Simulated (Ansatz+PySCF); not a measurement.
A calculation with Ansatz (development build ahead of 0.2.0).

```yaml
crystal:
  periodic: [false, false, false]
  atoms:
    - { symbol: C, position_ang: [0.0, 0.0, -0.22944] }
    - { symbol: H, position_ang: [0.0, 0.0, 1.37661] }
basis:
  gaussian: { orbitals: "6-31G" }
total_charge: 1
magnetization:
  spin_polarized: true
hamiltonian:
  xc: pbe0
output:
  forces: true
```

The input is written out in the form of the current development build from the run's settings.

The run gave:

```
Converged                       : yes
Total energy                    : -37.96844 hartree
Spin squared of the determinant : 0.367
Stability test                  : minimum
```

Forces (eV/Å):
```csv
atom,Fx,Fy,Fz
C1,0.000,0.000,3.612
H2,0.000,0.000,-3.612
```

Caution: the unrestricted determinant is spin contaminated.
